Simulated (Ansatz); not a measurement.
A calculation with Ansatz (development build ahead of 0.2.0).

```yaml
crystal:
  periodic: [false, false, false]
  atoms:
    - { symbol: Na, position_ang: [-0.09438, 0.08089, -0.13054] }
    - { symbol: H, position_ang: [-0.03927, 0.18099, 1.7655] }
basis:
  gaussian: { orbitals: STO-3G }
hamiltonian:
  xc: hf
correlation:
  method: mp2
  frozen_orbitals: { H: 0, Na: 1 }
```

The input is written out in the form of the current development build from the run's settings.

Output:

```yaml
Converged: yes
Reference_energy: -160.30091 hartree
Correlation_energy: -0.04938 hartree
Total_energy: -160.35028 hartree
Spin_squared_of_the_determinant: 0.000
```
